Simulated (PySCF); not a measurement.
Molecule: (methylthio)ethene (C=CSC, C3H6S).

Geometry (Å), atoms numbered from 1 in this order:
```xyz
10

C     1.478   -0.344   -0.207
C     1.011    0.619    0.570
S    -0.658    1.052    0.865
C    -1.576   -0.112   -0.181
H     2.538   -0.501   -0.302
H     0.847   -1.007   -0.771
H     1.663    1.272    1.129
H    -1.392   -1.129    0.155
H    -1.278    0.017   -1.217
H    -2.625    0.136   -0.063
```

Frames of a GFN2-xTB Langevin trajectory at 400 K; GIAO PBE0/pcSseg-1 shieldings in PySCF 2.14.0 with density-fitted response routines, gas phase, non-relativistic; equivalent atoms averaged within each frame.

Chemical shifts δ = σref − σ; TMS for 13C (186.93 ppm), 1H (31.72 ppm); CS2 for 33S (503.73 ppm), all at this level. The references are static minima.

How do the shifts (ppm) fluctuate along the trajectory?

## Answers


```
         time (fs)     C2     C1    C4   S3    H7    H6    H5  H8/H9/H10
optimised geometry  143.8  109.2  17.1   21  6.53  4.80  5.37       2.17
               250  145.4  106.8  22.3   76  6.95  6.44  5.16       2.65
               425  141.3  110.4  14.1    3  6.88  5.61  5.85       2.80
               625  144.7  111.9  17.6   53  6.37  4.95  6.29       2.19
               800  132.8  106.5  18.1  -13  6.20  5.20  6.49       2.87
              1000  141.0  107.7  16.7   35  6.11  5.61  5.86       2.56
    mean of frames  141.0  108.7  17.8   31  6.50  5.56  5.93       2.61
standard deviation    5.0    2.4   3.0   36  0.39  0.56  0.51       0.26
```

5 frames give an uncertainty of the mean of about the standard deviation over 2.2 at best, since frames this close in time may not be independent; classical motion lacks zero-point vibration, and the reference would need the same averaging.
